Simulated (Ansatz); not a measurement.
A nudged elastic band was laid between two geometries of BH4N + ClH (8 atoms, charge 0, multiplicity 1).

Method: RKS PBE0/def2-mTZVP (Ansatz 0.2.0).

```yaml
movable_images: 7
climbing_image: yes
spring: 5.0 eV/Å²
optimiser: quadratic models (default)
start_path: through a guess of the saddle point
force_threshold: 0.05 eV/Å
iteration_limit: 60
end_points: relaxed
```

First end point:

```xyz
8
Properties=species:S:1:pos:R:3
B 0.061 -0.479 0.190
N 0.015 -0.118 1.539
H -0.822 -0.202 2.098
H 0.847 0.020 2.095
H 1.115 -0.475 -0.367
H -0.959 -0.750 -0.364
Cl -0.423 3.228 1.481
H -0.255 1.938 1.326
```

Last end point:

```xyz
8
Properties=species:S:1:pos:R:3
B 0.009 0.425 0.189
N -0.141 0.179 1.785
H -0.318 -0.801 2.000
H 0.705 0.468 2.272
H 0.969 -0.206 -0.164
H -1.036 0.099 -0.305
Cl 0.299 2.265 0.059
H -0.908 0.734 2.159
```

(1) What changes between the two ends?

(2) Give the energies along the band, and the barrier.

(3) What is the geometry of the highest image?

(4) What are the harmonic wavenumbers there?

Answers

(1) Bonds broken: Cl7–H8. Bonds formed: B1–Cl7, N2–H8. BH4N + ClH becomes BClH5N.

(2) The run converged. The highest image is number 3 of 0 to 8, 0.59 eV above the first end and 1.46 eV above the last; the last end lies 0.88 eV below the first. A vibrational analysis at the climbing image gives one clearly imaginary mode, 1058i cm⁻¹: a first-order saddle point. The orbitals stay closed-shell, which can raise the energy where a bond breaks towards radicals; this wasn't checked here.

| image | path coordinate (Å) | energy (eV) | Cl7–H8 (Å) | B1–Cl7 (Å) | N2–H8 (Å) |
| --- | --- | --- | --- | --- | --- |
| 0 | 0.00 | 0.00 | 1.31 | 3.96 | 2.08 |
| 1 | 0.59 | 0.02 | 1.31 | 3.62 | 2.09 |
| 2 | 1.19 | 0.14 | 1.33 | 3.10 | 1.88 |
| 3 | 1.78 | 0.59 | 1.55 | 2.62 | 1.31 |
| 4 | 2.26 | -0.05 | 1.86 | 2.19 | 1.06 |
| 5 | 2.74 | -0.70 | 2.30 | 1.91 | 1.02 |
| 6 | 3.22 | -0.79 | 2.58 | 1.87 | 1.02 |
| 7 | 3.69 | -0.84 | 2.70 | 1.87 | 1.02 |
| 8 | 4.17 | -0.88 | 2.87 | 1.87 | 1.02 |

(3) 
```xyz
8
Properties=species:S:1:pos:R:3
B 0.008 -0.059 0.267
N -0.012 0.071 1.743
H -0.810 -0.283 2.256
H 0.851 -0.058 2.255
H 1.065 -0.054 -0.270
H -1.014 -0.326 -0.273
Cl -0.328 2.524 0.506
H -0.180 1.347 1.511
```

(4) 1058i, 214, 405, 488, 568, 750, 798, 998, 1067, 1152, 1262, 1306, 1391, 1656, 2652, 2761, 3568, 3662 cm⁻¹.

Run time: 4 min on 1 thread of Arm Neoverse V1, on a shared host, peak memory 0.15 GiB.
